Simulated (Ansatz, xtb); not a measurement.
AlH5NS−: which of two structures lies lower

Structure I: a singlet given by its coordinates. Structure II: a singlet given by its coordinates. Both are isolated ions in the gas phase, relaxed with PBE0-D3(BJ)/def2-SVPD.

I (Å):

```csv
atom,x (Å),y (Å),z (Å)
Al,-0.0465,0.6822,0.5311
N,-0.7458,-0.9574,1.0614
S,1.4049,0.5420,-1.3189
H,-1.3091,1.6245,0.1139
H,0.4767,0.1298,-2.2115
H,0.9484,1.2944,1.6641
H,-1.5602,-1.3247,0.5809
H,-0.1291,-1.7361,1.2686
```

Close contacts (Å): Al1–N2 1.86, Al1–S3 2.36, Al1–H4 1.63, Al1–H6 1.63, N2–H7 1.01, N2–H8 1.01, S3–H5 1.35.

II (Å):

```json
{"atom": "Al", "x (Å)": "0.2363", "y (Å)": "0.0897", "z (Å)": "0.8299"}
{"atom": "N", "x (Å)": "1.5373", "y (Å)": "1.3711", "z (Å)": "1.1645"}
{"atom": "S", "x (Å)": "0.6862", "y (Å)": "-0.9309", "z (Å)": "-1.2499"}
{"atom": "H", "x (Å)": "1.3976", "y (Å)": "2.3224", "z (Å)": "0.8437"}
{"atom": "H", "x (Å)": "-1.1971", "y (Å)": "0.8654", "z (Å)": "0.7725"}
{"atom": "H", "x (Å)": "0.2644", "y (Å)": "-1.1449", "z (Å)": "1.8943"}
{"atom": "H", "x (Å)": "2.5253", "y (Å)": "1.1535", "z (Å)": "1.0982"}
{"atom": "H", "x (Å)": "0.1968", "y (Å)": "-2.1437", "z (Å)": "-0.9094"}
```

Close contacts (Å): Al1–N2 1.86, Al1–S3 2.36, Al1–H5 1.63, Al1–H6 1.63, N2–H4 1.01, N2–H7 1.01, S3–H8 1.35.

**Question.** Estimate E(II) − E(I) at the level CCSD(T)/def2-SVPD + ΔMP2/def2-TZVPPD.

**Answer.** Too close to call at this level: CCSD(T)/def2-SVPD + ΔMP2/def2-TZVPPD gives E(II) − E(I) = +0.024 eV.

How the difference moves with the method:

| level | geometry | E(II) − E(I) (eV) | departure from the last row (eV) | job, with rough time for the two |
| --- | --- | --- | --- | --- |
| PBE0-D3(BJ)/def2-SVPD | PBE0-D3(BJ)/def2-SVPD | +0.019 | −0.004 | optimisation, 2.3 min |
| HF/def2-SVPD | PBE0-D3(BJ)/def2-SVPD | +0.014 | −0.010 | part of the CCSD(T) run |
| MP2/def2-SVPD | PBE0-D3(BJ)/def2-SVPD | +0.021 | −0.003 | part of the CCSD(T) run |
| CCSD(T)/def2-SVPD | PBE0-D3(BJ)/def2-SVPD | +0.022 | −0.001 | single point |
| CCSD(T)/def2-SVPD + ΔMP2/def2-TZVPPD | PBE0-D3(BJ)/def2-SVPD | +0.024 |  | single point, 30 s |

The largest departure from CCSD(T)/def2-SVPD + ΔMP2/def2-TZVPPD is that of HF/def2-SVPD, 0.010 eV. Levels run at GFN2-xTB geometries aren't shown. The last row adds to CCSD(T) the change of the MP2 difference between the two basis sets, here +0.001 eV.

With harmonic frequencies from PBE0-D3(BJ)/def2-SVPD (ideal gas, rigid rotor, one conformer each, 200 K, 1 atm): on the last row, ΔE + ΔZPE = +0.018, ΔH = +0.022, ΔG = +0.011 eV.

The correlated steps freeze 11 core orbitals. Codes used: Ansatz 0.2.0; the last row on 2 threads of Arm Neoverse N1 on a shared host.
